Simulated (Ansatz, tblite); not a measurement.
Cost and result up the ladder for BH2(OH) (BOH3) (5 atoms). Total charge 0; singlet. Geometry: r2SCAN-D4/def2-TZVP.

Cartesian coordinates in Å:
```
B 0.327 -0.081 0.256
H 0.685 0.115 1.380
H 0.991 -0.687 -0.541
O -0.881 0.418 -0.090
H -1.122 0.234 -1.005
```

Ansatz on 4 threads of Arm Neoverse V2 on a shared host; xTB runs through tblite on one thread. Times are rough, summed over both states, and most runs start from the orbitals of an earlier one. CCSD(T)/def2-TZVPP serves as the yardstick here, not as an exact answer. The other state is a doublet.

The xTB rows come from tblite. Correlated methods freeze 2 core orbitals.

Correlated methods converge slowly with the basis.

Raw xTB energies of ions are shifted by several eV.

```csv
level,functions,vertical IE (eV),difference from CCSD(T)/def2-TZVPP (eV)
PBE-D4/def2-TZVP (with forces),80,11.47,-0.61
r2SCAN-D4/def2-TZVP,80,11.59,-0.49
GFN1-xTB,14,16.25,4.17
CCSD(T)/def2-TZVPP,104,12.08,0.00
PBE0-D4/def2-TZVP,80,11.77,-0.30
GFN2-xTB,11,15.23,3.15
```

Problem. Estimate how long each takes.

Solution. GFN1-xTB 0.003 s; GFN2-xTB 0.003 s; PBE-D4/def2-TZVP (with forces) 0.85 s; PBE0-D4/def2-TZVP 1 s; r2SCAN-D4/def2-TZVP 1.7 s; CCSD(T)/def2-TZVPP 5.3 s. On shared hardware such times vary by a factor of up to 3.
